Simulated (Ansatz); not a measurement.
**A ladder of methods for CH3F (fluoromethane)**

CH3F: 5 atoms, total charge 0, spin state singlet. SMILES: `CF`. The shape was relaxed beforehand at B3LYP/def2-SVP.

Quantity: the adiabatic electron affinity (to the doublet anion, shapes relaxed at B3LYP/def2-SVP, no zero-point term), in eV. The values are calculated.

The electron affinity is E(neutral) − E(anion): positive where the electron is bound.

```csv
level,kind,program,value (eV),less CCSD(T)/def2-TZVPP
SVWN5/def2-TZVPP,LDA,Ansatz,-2.89,+0.61
BLYP/def2-TZVPP,GGA,Ansatz,-3.02,+0.48
r2SCAN/def2-TZVPP,meta-GGA,Ansatz,-3.07,+0.43
PBE0-D4/def2-TZVPP,global hybrid,Ansatz,-3.16,+0.34
CAM-B3LYP/def2-TZVPP,range-separated hybrid,Ansatz,-3.24,+0.26
B2PLYP/def2-TZVPP,double hybrid,Ansatz,-3.32,+0.18
RPA@PBE/def2-TZVPP,RPA,Ansatz,-3.14,+0.36
MP2/def2-TZVPP,perturbation theory,Ansatz,-3.55,-0.05
CCSD(T)/def2-TZVPP,coupled cluster or CI,Ansatz,-3.50,0.00
```

CCSD(T)/def2-TZVPP is the highest level here, not the true value. The values span -3.55 to -2.89 eV. Negative values mean that the anion is unbound at that level; they are set by how diffuse the basis is and aren't properties of the molecule.
